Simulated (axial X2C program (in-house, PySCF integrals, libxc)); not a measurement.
# AlOH: bond lengths and stretches, held linear

How do method and spin–orbit coupling move the bonds and stretches of AlOH, held linear?

Computed with an in-house X2C program for linear molecules on PySCF integrals. Level: all-electron X2C, two-component (2c) or spin-free, Al dyall-v3z, O dyall-av3z, H dyall-v3z.

All values are calculated.

1 further run of the same task is left out (set aside as unsound or not needed).

## Step 1: Input

Contents of task.json:

```json
{"zs": [13, 8, 1], "q": 0, "bas": ["dyall-v3z", "dyall-av3z", "dyall-v3z"], "r0": [1.89, 0.96], "symm": 0, "scan": ["PBE0", "HF", "TPSSh"], "levels": ["PBE0", "HF", "PBE"], "nst": 2}
```

Keys: zs atomic numbers; q charge; bas basis sets; r0 starting distance in Å; symm equal bonds; scan levels of the two-bond scan (MP2 follows by itself at each HF point); levels methods; nst determinants followed.

Command:

```console
$ python solin.py task.json out
```

Masses Al 26.982, O 15.995, H 1.008 u.

## Step 2: Scan at PBE0, 2c

State: Ω = 0 (all partner blocks equally filled). Energies above the lowest point, from the job's result record:

```
r(Al–O) (Å)  r(O–H) (Å)  E (meV)
     1.6380      0.9272    42.62
     1.6380      0.9510    28.09
     1.6380      0.9748    45.24
     1.6800      0.9272    14.99
     1.6800      0.9510     0.00
     1.6800      0.9748    16.70
     1.6800      0.9986    60.21
     1.7220      0.9272    35.25
     1.7220      0.9510    19.80
     1.7220      0.9748    36.05
     1.7640      0.9510    77.36
     1.7640      0.9986   135.81
```

A quadratic surface with cubic terms in each bond gives the minimum at 1.682 and 0.950 Å, force constants 4.3, 9.03 and coupling -0.07 mdyn/Å.

## Step 3: Scan at HF, 2c

State: Ω = 0 (all partner blocks equally filled). Energies above the lowest point, from the job's result record:

```
r(Al–O) (Å)  r(O–H) (Å)  E (meV)
     1.6380      0.9272     7.75
     1.6380      0.9510    19.24
     1.6380      0.9748    62.85
     1.6800      0.9272     0.00
     1.6800      0.9510    10.94
     1.6800      0.9748    54.00
     1.6800      0.9986   124.29
     1.7220      0.9272    40.35
     1.7220      0.9510    50.74
     1.7220      0.9748    93.25
     1.7640      0.9510   128.25
     1.7640      0.9986   239.40
```

A quadratic surface with cubic terms in each bond gives the minimum at 1.665 and 0.931 Å, force constants 4.71, 10.2 and coupling -0.09 mdyn/Å.

## Step 4: Scan at TPSSh, 2c

State: Ω = 0 (all partner blocks equally filled). Energies above the lowest point, from the job's result record:

```
r(Al–O) (Å)  r(O–H) (Å)  E (meV)
     1.6380      0.9272    54.72
     1.6380      0.9510    34.37
     1.6380      0.9748    45.38
     1.6800      0.9272    20.81
     1.6800      0.9510     0.00
     1.6800      0.9748    10.55
     1.6800      0.9986    47.64
     1.7220      0.9272    35.18
     1.7220      0.9510    13.89
     1.7220      0.9748    23.98
     1.7640      0.9510    65.97
     1.7640      0.9986   111.79
```

A quadratic surface with cubic terms in each bond gives the minimum at 1.688 and 0.954 Å, force constants 4.22, 8.68 and coupling -0.07 mdyn/Å.

## Step 5: The levels side by side

| level | r(Al–O) (Å) | r(O–H) (Å) | lower stretch (cm⁻¹) | upper stretch (cm⁻¹) |
| --- | --- | --- | --- | --- |
| PBE0, 2c | 1.682 | 0.950 | 835.7 | 4027.2 |
| HF, 2c | 1.665 | 0.931 | 873.9 | 4283.3 |
| TPSSh, 2c | 1.688 | 0.954 | 827.2 | 3947.4 |
| MP2, 2c | 1.692 | 0.953 | 827.7 | 3996.1 |
| PBE0, spin-free | 1.682 | 0.950 | 835.5 | 4027.0 |
| HF, spin-free | 1.665 | 0.931 | 873.7 | 4283.3 |
| TPSSh, spin-free | 1.687 | 0.954 | 827.0 | 3947.3 |
| MP2, spin-free | 1.692 | 0.953 | 827.5 | 3995.9 |

Scans not shown above were run alike.

In words: Over the levels the Al–O bond spans 1.665 to 1.692 Å and the O–H bond 0.931 to 0.954 Å. At PBE0 spin–orbit coupling leaves both bonds unchanged to 0.001 Å. Each state is one determinant, the lowest of a limited PBE0 search; the stretches come from a fit to few points and are good to some per cent at best. MP2 freezes inner shells (threshold -2 hartree). The molecule was held linear; bending was not examined, so a bent shape may lie lower.
